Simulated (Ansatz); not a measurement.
# BSiH (singlet): from Hartree-Fock to the top rungs at distance Si1–H3 = 1.516 Å, 6-31G

Aim: climb from Hartree-Fock through coupled cluster and multireference methods for BSiH (singlet) at one geometry and basis, and see what each rung misses.

Program: Ansatz 0.2.0, Gaussian basis. Level of theory: 6-31G, core rule «outside noble gas», up to 6 orbitals frozen. These are calculated values, not measurements.

To be run: UHF; CCSD(T) on RHF; CCSD(T) on UHF; BCCD(T) on RHF; CISD; CCSDT(Q) on RHF; CCSDT(Q) on UHF; CISDTQ; CCSDTQ on RHF; CCSDTQ on UHF; CASSCF and MRCISD+Q, 2 electrons in 2 orbitals; CASSCF and NEVPT2, 2 electrons in 2 orbitals; CASSCF and MRCISD+Q, 8 electrons in 9 orbitals; CASSCF and MRCISD+Q(relaxed), 8 electrons in 9 orbitals; CASSCF and NEVPT2, 8 electrons in 9 orbitals; Full CI.

29 further runs of the same task are left out: 12 for a known fault of the program, 13 that didn't finish, 4 set aside as unsound or not needed.

## Step 1: The system

The geometry derives from a PBE0/def2-TZVP stationary point (not a proven minimum). One bond is set to the value named and the two fragments are kept rigid.

3 atoms, charge 0, spin multiplicity 1.

Atoms are counted from 1 here; the program's logs count them from 0.

Bond lengths: Si1–B2 2.039 Å, Si1–H3 1.516 Å. Angles: B2–Si1–H3 180.0°.

As a file:

```
Si    0.0000    0.0000    0.1742
B     0.0000    0.0000   -1.8643
H     0.0000    0.0000    1.6901
```

## Step 2: UHF

Contents of in.yaml:

```yaml
crystal:
  periodic: [false, false, false]
  atoms:
    - {symbol: Si, position_ang: [0.000000, 0.000000, 0.174230]}
    - {symbol: B, position_ang: [0.000000, 0.000000, -1.864326]}
    - {symbol: H, position_ang: [0.000000, 0.000000, 1.690095]}
basis:
  gaussian: {orbitals: 6-31G}
magnetization: {spin_polarized: true, initial_magnetization: 0}
hamiltonian: {xc: hf}
output: {orbitals: {seedname: orbitals}}
```

The run is started by

```sh
ansatz run in.yaml --threads 1 --pin off --events-out ev --progress --plain --max-ram 2393MiB
```

After this run come: CCSD(T) on RHF; CCSD(T) on UHF; BCCD(T) on RHF; CISD; CCSDT(Q) on RHF; CCSDT(Q) on UHF; CISDTQ; CCSDTQ on RHF; CCSDTQ on UHF; CASSCF and MRCISD+Q, 2 electrons in 2 orbitals; CASSCF and NEVPT2, 2 electrons in 2 orbitals; CASSCF and MRCISD+Q, 8 electrons in 9 orbitals; CASSCF and MRCISD+Q(relaxed), 8 electrons in 9 orbitals; CASSCF and NEVPT2, 8 electrons in 9 orbitals; Full CI.

Q: Predict the results of all the runs planned. Wanted: FCI below the RHF energy; RMP2 from FCI; RCCSD from FCI; RCCSD(T) from FCI; RCCSDT(Q) from FCI; NEVPT2 valence from FCI; MRCISD+Q valence from FCI; MRCISD+Q(relaxed) valence from FCI; T1 diagnostic.

As calculated:

| quantity | value |
| --- | --- |
| FCI below the RHF energy | -3.6950 eV |
| RMP2 from FCI | +1307.6 meV |
| RCCSD from FCI | +320.6 meV |
| RCCSD(T) from FCI | +145.3 meV |
| RCCSDT(Q) from FCI | +25.4 meV |
| NEVPT2 valence from FCI | +237.3 meV |
| MRCISD+Q valence from FCI | +2.1 meV |
| MRCISD+Q(relaxed) valence from FCI | -5.5 meV |
| levels within 1 kcal/mol (43 meV) | RCCSDT(Q), RCCSDTQ, MRCISD valence, MRCISD+Q valence, MRCISD+Q(relaxed) valence |
| T1 diagnostic | 0.043 |
| effectively unpaired electrons | 2.17 |

What this shows: RCCSD(T) lands +145.3 meV from the yardstick (3.9 % of the correlation energy). MRCISD+Q(relaxed) valence falls below full CI: the +Q correction isn't variational, and the cores differ from full CI's. With 2.2 effectively unpaired electrons against 0 the state is strongly multireference. Of the multireference levels listed MRCISD+Q valence comes nearest in total energy (+2.1 meV), which doesn't show that its space is the better one. Coupled cluster took another determinant than the lowest Hartree-Fock one. These misses are within one basis, not against nature.
